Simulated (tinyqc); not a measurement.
The basis set: RHF and MP2 along a ladder of basis sets, for LiH, spin multiplicity 1. Computed by the program tinyqc with PySCF. Same geometry throughout; the dipole is taken about the origin.

Geometry (angstrom):
```
atom       x       y       z
Li    0.0000  0.0000  0.0000
H     0.0000  0.0000  1.5070
```

RHF and frozen-core MP2 in a ladder of bases:
```
basis    functions  E(RHF) (hartree)  E(MP2 corr) (hartree)  HOMO (eV)  LUMO (eV)  dipole (debye)
sto-3g           6          -7.86338               -0.01202     -7.973      2.148           4.838
3-21g           11          -7.92738               -0.01229     -8.261      0.139           5.710
6-31g           11          -7.97714               -0.01216     -8.313      0.307           5.753
6-31g**         19          -7.97921               -0.02046     -8.297      0.308           5.716
cc-pvtz         44          -7.98526               -0.02736     -8.328      0.042           5.779
```

Estimate the missing row, basis = cc-pvdz.

Computed row:
```
basis    functions  E(RHF) (hartree)  E(MP2 corr) (hartree)  HOMO (eV)  LUMO (eV)  dipole (debye)
cc-pvdz         19          -7.98200               -0.02255     -8.307      0.087           5.762
```

From cc-pVDZ to cc-pVTZ the RHF energy falls by 3.3 mhartree and the correlation energy by 4.8. If valence correlation converges as X^-3, (27 E(T) - 8 E(D))/19 gives -0.0294 hartree, a rough estimate from such small X that usually falls short; STO-3G holds about 41 % of it. Beyond STO-3G the LUMO moves by 0.3 eV and the HOMO by 0.1 eV.
